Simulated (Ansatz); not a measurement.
# SN radical: a ladder of functionals and wavefunction methods

How much do the methods differ for SN radical? The plan is to run it at one geometry with functionals of several rungs and with coupled cluster. The yardstick is the atomisation energy at the CCSD(T) limit.

The runs use Ansatz 0.2.0, Gaussian basis; functionals in def2-TZVPP, the program's frozen cores in correlated methods.

Plan: LDA (SPW92), PBE-D4, revPBE-D4, BLYP-D4, r2SCAN-D4, B97M-V, PBE0-D4, B3LYP-D4, r2SCANh-D4, r2SCAN0-D4, HSE06-D4, BHLYP-D4, CAM-B3LYP-D4, LC-ωPBE, ωB97X-V, ωB97M-V, B2PLYP, PBE-QIDH; CCSD(T)/def2-SVP; CCSD(T)/def2-TZVPP; CCSD(T)/def2-QZVPP; extrapolation to the limit; RPA on PBE.

### Step 1. Structure used throughout

The geometry comes from an earlier relaxation with PBE0-D4 in a triple-zeta def2 set; it is a stationary point.

2 atoms, charge 0, spin multiplicity 2.

Atoms are counted from 1 here; the program's logs count them from 0.

Bond lengths: N1–S2 1.486 Å.

Geometry (Å):

```xyz
2
NS
N     0.00000    0.00000   -0.01122
S     0.00000    0.00000    1.47440
```

### Step 2. LDA

This LDA is Slater exchange with PW92 correlation.

in.yaml

```yaml
crystal:
  periodic: [false, false, false]
  atoms:
    - {symbol: N, position_ang: [-0.000000, 0.000000, -0.011221]}
    - {symbol: S, position_ang: [0.000000, -0.000000, 1.474401]}
basis:
  gaussian: {orbitals: def2-TZVPP}
magnetization: {spin_polarized: true, initial_magnetization: 1}
hamiltonian: {xc: lda}
output: {orbitals: {seedname: orbitals}}
```

Run with:

```console
> ansatz run in.yaml --threads 2 --pin off --events-out ev --progress --plain --max-ram 32768MiB --backend cpu
```

After this run come: PBE-D4 (GGA); revPBE-D4 (GGA); BLYP-D4 (GGA); r2SCAN-D4 (meta-GGA); B97M-V (meta-GGA); PBE0-D4 (hybrid); B3LYP-D4 (hybrid); r2SCANh-D4 (hybrid); r2SCAN0-D4 (hybrid); HSE06-D4 (hybrid); BHLYP-D4 (hybrid); CAM-B3LYP-D4 (range-separated); LC-ωPBE (range-separated); ωB97X-V (range-separated); ωB97M-V (range-separated); B2PLYP (double hybrid); PBE-QIDH (double hybrid); CCSD(T) in def2-SVP; CCSD(T) in def2-TZVPP; CCSD(T) in def2-QZVPP; RPA on PBE orbitals.

**Question.** What will the summary of the whole plan be? Wanted: atomisation energy, CCSD(T)/CBS; farthest beyond LDA; mean size of error, GGA; mean size of error, meta-GGA; mean size of error, hybrid; mean size of error, range-separated; mean size of error, double hybrid; gap, smallest and largest; T1 diagnostic.

As calculated:

```
                               quantity                                      value
        atomisation energy, CCSD(T)/CBS                                   4.824 eV
    functionals within 0.024 eV (0.5 %)     none; nearest CAM-B3LYP-D4 (+0.027 eV)
                    farthest beyond LDA                         PBE-D4 (+0.754 eV)
                mean size of error, GGA                                   0.612 eV
           mean size of error, meta-GGA                                   0.075 eV
             mean size of error, hybrid                                   0.260 eV
    mean size of error, range-separated                                   0.114 eV
      mean size of error, double hybrid                                   0.201 eV
              gap, smallest and largest  -0.05 eV (LDA (SPW92)), 7.97 eV (LC-ωPBE)
                          T1 diagnostic                                     0.0763
triples share of the correlation energy                                      5.5 %
```

What this shows: The LDA atomisation energy is off by 1.656 eV (34 %): it overbinds. PBE-D4 misses by +0.754 eV. Double hybrids carry the basis error of their MP2 part in triple zeta, and no dispersion term here, so their miss is partly the set-up's. Taken by rung, meta-GGA functionals do best (0.075 eV on average) and GGA ones worst beyond LDA (0.612 eV). RPA and LDA stand outside this count. The reference freezes the cores and leaves out relativity and excitations past (T), so misses under about 0.024 eV can't be ranked. Hartree-Fock recovers 27 % of the binding; the rest is correlation. CCSD(T) in def2-SVP is off by -0.952 eV, more than most functionals: a good method in a small basis is no reference. The gap grows from -0.1 to 8.0 eV across the functionals, mostly with the share of exact exchange. A negative gap means that an empty level lies below a filled one: whole occupations of an open shell aren't an aufbau state there. The T1 diagnostic, 0.076, is well above the customary 0.045, so CCSD(T) itself is less safe here. The UHF reference is spin-contaminated (⟨S²⟩ = 1.16 against 0.75).
